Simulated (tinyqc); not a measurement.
Worked calculation: extended Hueckel theory, for N2-. The parameters take no account of the charge, which enters only through the electron count, and nothing here shows that the anion is bound. Computed by tinyqc, a small Python program that keeps every step (integrals from PySCF). Settings: charge = -1, K = 1.5, weighted = 1, multiplicity = 2. Command: `OMP_NUM_THREADS=1 python tinyqc.py 30698 30699 out.jsonl` (the two numbers bound the seeds that draw the settings). One thread of a shared host (Intel(R) Xeon(R) Processor @ 2.60GHz), about 0.01 s of CPU time with the checks.

## Overlaps

Geometry (angstrom):
```
atom        x        y        z
N     0.00000  0.00000  0.00000
N     0.00000  0.00000  1.18200
```

Parameters chosen for this run:
```
element  shell  Slater exponent  H_ii (eV)
N           2s          1.95000  -26.00000
N           2p          1.95000  -13.40000
```

Slater orbitals, each expanded in six Gaussians scaled to its exponent.

overlap S, lower triangle:
```
           1N 2s   1N 2px   1N 2py    1N 2pz    2N 2s   2N 2px   2N 2py   2N 2pz
1N 2s    1.00000
1N 2px   0.00000  1.00000
1N 2py   0.00000  0.00000  1.00000
1N 2pz   0.00000  0.00000  0.00000   1.00000
2N 2s    0.39743  0.00000  0.00000   0.40710  1.00000
2N 2px   0.00000  0.23683  0.00000   0.00000  0.00000  1.00000
2N 2py   0.00000  0.00000  0.23683   0.00000  0.00000  0.00000  1.00000
2N 2pz  -0.40710  0.00000  0.00000  -0.33190  0.00000  0.00000  0.00000  1.00000
```

## Wolfsberg-Helmholz matrix

diagonal H_ii (eV): 1N 2s -26.00000, 1N 2px -13.40000, 1N 2py -13.40000, 1N 2pz -13.40000, 2N 2s -26.00000, 2N 2px -13.40000, 2N 2py -13.40000, 2N 2pz -13.40000

K = 1.50000

H_ij = K' S_ij (H_ii + H_jj)/2 for i != j (the diagonal keeps H_ii), with K' = K + D^2 + D^4 (1 - K), D = (H_ii - H_jj)/(H_ii + H_jj), K = 1.5.

H (eV), lower triangle:
```
            1N 2s     1N 2px     1N 2py     1N 2pz      2N 2s     2N 2px     2N 2py     2N 2pz
1N 2s   -26.00000
1N 2px    0.00000  -13.40000
1N 2py    0.00000    0.00000  -13.40000
1N 2pz    0.00000    0.00000    0.00000  -13.40000
2N 2s   -15.49996    0.00000    0.00000  -12.80816  -26.00000
2N 2px    0.00000   -4.76035    0.00000    0.00000    0.00000  -13.40000
2N 2py    0.00000    0.00000   -4.76035    0.00000    0.00000    0.00000  -13.40000
2N 2pz   12.80816    0.00000    0.00000    6.67129    0.00000    0.00000    0.00000  -13.40000
```

## Orbitals

valence electrons = 11

Solve H C = S C e through S^(-1/2); fill by pairs from the bottom, a degenerate level sharing its electrons equally; each orbital has its largest coefficient positive (the first on a tie).

orbital energies (eV): -29.71577  -21.25763  -14.68294  -14.68294  -13.27632  -11.32079  -11.32079  18.55098

occupations: 2.00000  2.00000  2.00000  2.00000  2.00000  0.50000  0.50000  0.00000

coefficients:
```
             MO1       MO2      MO3       MO4       MO5       MO6       MO7       MO8
1N 2s    0.59155   0.62955  0.00000   0.00000  -0.20699   0.00000   0.00000   1.00703
1N 2px   0.00000   0.00000  0.59748  -0.21743   0.00000  -0.04923   0.80792   0.00000
1N 2py   0.00000   0.00000  0.21743   0.59748   0.00000   0.80792   0.04923   0.00000
1N 2pz   0.02155  -0.34994  0.00000   0.00000   0.64159   0.00000   0.00000   1.07222
2N 2s    0.59155  -0.62955  0.00000   0.00000  -0.20699   0.00000   0.00000  -1.00703
2N 2px   0.00000   0.00000  0.59748  -0.21743   0.00000   0.04923  -0.80792   0.00000
2N 2py   0.00000   0.00000  0.21743   0.59748   0.00000  -0.80792  -0.04923   0.00000
2N 2pz  -0.02155  -0.34994  0.00000   0.00000  -0.64159   0.00000   0.00000   1.07222
```

sum of one-electron energies = -198.55200 eV

Within a degenerate level the vectors are fixed only up to a rotation; this is one choice.

## Mulliken analysis

P = C n C^T; charge = valence electrons (N 5) minus the sum of (P S)_ii on the atom; overlap population = 2 sum P_ij S_ij between two atoms.

charges: 1N -0.50000, 2N -0.50000

Overlap populations:
```
pair     value
2-1   1.160973
```
